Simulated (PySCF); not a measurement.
# Continuum solvent and chemical shifts

Structure with atom numbers: `[OH:1][P:2]([OH:3])[OH:4]`; H(Xn) means a hydrogen on atom n.

GIAO PBE0/pcSseg-1 in PySCF on one PBE0-D3(BJ)/def2-SVP conformer, non-relativistic, equivalent nuclei averaged. Solvents enter as an IEF-PCM continuum (cyclohexane with ε = 2.0, tetrahydrofuran with ε = 7.4) around the gas-phase geometry.

Gas phase, σ in ppm: O1/O3/O4 193.4, P2 151.1, H(O1)/H(O3)/H(O4) 28.72. Dipole moment 2.90 D.

Q: How does each σ change in the continuum?

A: 
```json
{"atoms": "O1/O3/O4", "environment": "oxygen bonded to P, H", "Δσ, cyclohexane": "+4.0", "Δσ, tetrahydrofuran": "+8.6"}
{"atoms": "P2", "environment": "phosphorus bonded to 3 O", "Δσ, cyclohexane": "+1.1", "Δσ, tetrahydrofuran": "+2.3"}
{"atoms": "H(O1)/H(O3)/H(O4)", "environment": "hydrogen on an oxygen bonded to P", "Δσ, cyclohexane": "-0.42", "Δσ, tetrahydrofuran": "-0.87"}
```

Changes are relative to the gas phase. The dipole moment becomes 3.12 D in cyclohexane, 3.41 D in tetrahydrofuran.

Q: Which of the listed nuclei move most (in ppm), and what does the model miss?

A: O1/O3/O4 (oxygen bonded to P, H, +8.6 ppm) in tetrahydrofuran. A continuum only polarises the solute; specific hydrogen bonds, the anisotropy of aromatic solvents and changes of geometry or conformer are outside it.
